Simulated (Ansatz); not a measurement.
A geometry relaxed with B3LYP-D3(BJ)/def2-TZVP run with Ansatz (a quantum-chemistry and plane-wave program), charge 0, multiplicity 2:

```xyz
4

C      0.0000     0.0000    -0.0001
H     -0.4073     0.9992    -0.0012
H     -0.6617    -0.8524     0.0015
H      1.0690    -0.1468    -0.0002
```

Task: Write the SMILES of this molecule.

Result: `[CH3]`
